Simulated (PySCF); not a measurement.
Method: PBE-D3(BJ)/def2-TZVP // B3LYP-D3(BJ)/def2-TZVP run with PySCF. Isolated molecules, 0 K electronic values unless said otherwise. Excitations are Tamm–Dancoff values on a coarser integration grid. The basis has no diffuse functions, so Rydberg states are missing or too high.

Reference species (SMILES): `[Al]([F])([F])[F]` (neutral, multiplicity 1).

| Quantity | Result |
|---|---|
| brightest of the four lowest singlets (TDA) | 8.04 eV |
| T1 excitation (TDA) | 7.08 eV |
| HOMO | -9.62 eV |

After one change: the brightest of the four lowest singlets (TDA) drops by 0.95 eV; the T1 excitation (TDA) drops by 2.32 eV; the HOMO goes up by 3.05 eV.

**Question.** Name the change that produced these shifts. The new species is one of these.
A) `[NH2][Al]([NH2])[F]`
B) `[NH2][Al]([F])[F]`
C) `[NH2][Al]([NH2])[NH2]`

**Answer.** B, `[NH2][Al]([F])[F]`
